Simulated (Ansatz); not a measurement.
# Al₂H₂ (singlet): from Hartree-Fock to the top rungs at distance Al1–H3 = 5.386 Å, 6-31G

An exercise on one series of results from a longer session: the logs are not shown, and one member is left open.

The runs use Ansatz 0.2.0, Gaussian basis; 6-31G, core rule «outside noble gas», up to 10 orbitals frozen.

To be run: UHF; CCSD(T) on RHF; CCSD(T) on UHF; BCCD(T) on RHF; CISD; CCSDT(Q) on RHF; CCSDT(Q) on UHF; CCSDTQ on RHF; CASSCF and MRCISD+Q, 2 electrons in 2 orbitals; CASSCF and NEVPT2, 2 electrons in 2 orbitals; CASSCF and MRCISD+Q, 8 electrons in 10 orbitals; CASSCF and NEVPT2, 8 electrons in 10 orbitals; Full CI; Full CI in the symmetry of the determinant.

20 further runs of the same task are left out: 13 that didn't finish, 7 set aside as unsound or not needed.

### The system

The geometry derives from a PBE0/def2-TZVP stationary point (not a proven minimum). One bond is set to the value named and the two fragments are kept rigid.

4 atoms, charge 0, spin multiplicity 1.

Atoms are counted from 1 here; the program's logs count them from 0.

Bond lengths: Al1–Al2 2.635 Å, Al2–H4 1.622 Å. Angles: Al1–Al2–H4 120.2°.

The first run:

Contents of in.yaml:

```yaml
crystal:
  periodic: [false, false, false]
  atoms:
    - {symbol: Al, position_ang: [0.000000, -0.207695, 1.267700]}
    - {symbol: Al, position_ang: [0.000000, 0.099313, -1.349078]}
    - {symbol: H, position_ang: [0.000000, 4.099390, 4.501585]}
    - {symbol: H, position_ang: [0.000000, -1.198089, -2.323205]}
basis:
  gaussian: {orbitals: 6-31G}
magnetization: {spin_polarized: true, initial_magnetization: 0}
hamiltonian: {xc: hf}
output: {orbitals: {seedname: orbitals}}
```

Launch:

```bash
ansatz run in.yaml --threads 1 --pin off --events-out ev --progress --plain --max-ram 2393MiB
```

Steps of the session up to this table: UHF; CCSD(T) on RHF; CCSD(T) on UHF; BCCD(T) on RHF; CISD; CCSDT(Q) on RHF; CCSDT(Q) on UHF; CCSDTQ on RHF; CASSCF and MRCISD+Q, 2 electrons in 2 orbitals; CASSCF and NEVPT2, 2 electrons in 2 orbitals; CASSCF and MRCISD+Q, 8 electrons in 10 orbitals; CASSCF and NEVPT2, 8 electrons in 10 orbitals; Full CI; Full CI in the symmetry of the determinant.

One table of the session follows, with a row left open; its other results are not shown here.

| method | from FCI (kJ/mol) |
| --- | --- |
| UMP2 | +88.4 |
| UCCSD | +11.7 |
| UCCSD(T) | +4.0 |
| UCCSDT | +0.8 |
| UCCSDT(Q) | +0.2 |
| CASSCF pair | +231.6 |
| NEVPT2 pair | +90.5 |
| MRCISD pair | ? |
| MRCISD+Q pair | +4.1 |
| CASSCF valence | +51.3 |
| NEVPT2 valence | +16.3 |
| MRCISD valence | +1.6 |
| MRCISD+Q valence | +0.5 |
| FCI | 0 |

**Question.** Estimate the row for MRCISD pair.

As computed: from FCI (kJ/mol): +31.5. In the column «from FCI (kJ/mol)» it lies between NEVPT2 valence (+16.3) and CASSCF valence (+51.3).

Left out of the table: RHF, UHF, RMP2, CISD, RCCSD, RCCSD(T), BCCD(T), RCCSDT, RCCSDT(Q), RCCSDTQ (another determinant or state than the rows shown).

Caveats from the session: The determinant is far from a pure spin state, so its energy mixes those of several spin states (harmless only where they are near-degenerate, as at dissociation). The report flags that the cluster equations may have other roots.
